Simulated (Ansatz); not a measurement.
Two shapes of singlet CH3O(-).

Shape 1:

```xyz
5

C     0.0199   -0.0392   -0.4842
O    -0.0005    0.0436    0.7569
H    -0.0310   -1.0521   -1.1004
H    -0.9238    0.4763   -1.0691
H     0.8577    0.4795   -1.0648
```

Shape 2:

```xyz
5

C     0.0000    0.0000   -0.4674
O     0.0000    0.0000    0.7189
H     0.0000   -0.9481   -0.9823
H    -0.8211    0.4741   -0.9823
H     0.8211    0.4741   -0.9823
```

Basis set: cc-pVTZ (spherical functions). Correlated methods keep 2 orbitals frozen. Charge -1, multiplicity 1.

Computed with Ansatz (development build ahead of 0.2.0); each method stands on the lowest determinant of its kind that the runs found.

**Question.** Which shape is lower in energy, and by how much in each method?

**Answer.**

```json
{"method": "RHF", "E(2) − E(1) (eV)": "0.425"}
{"method": "RHF-MP2", "E(2) − E(1) (eV)": "0.571"}
```

Shape 1 is lower. Caution: no diffuse functions for an anion; no unrestricted run beside it, a lower state can exist.
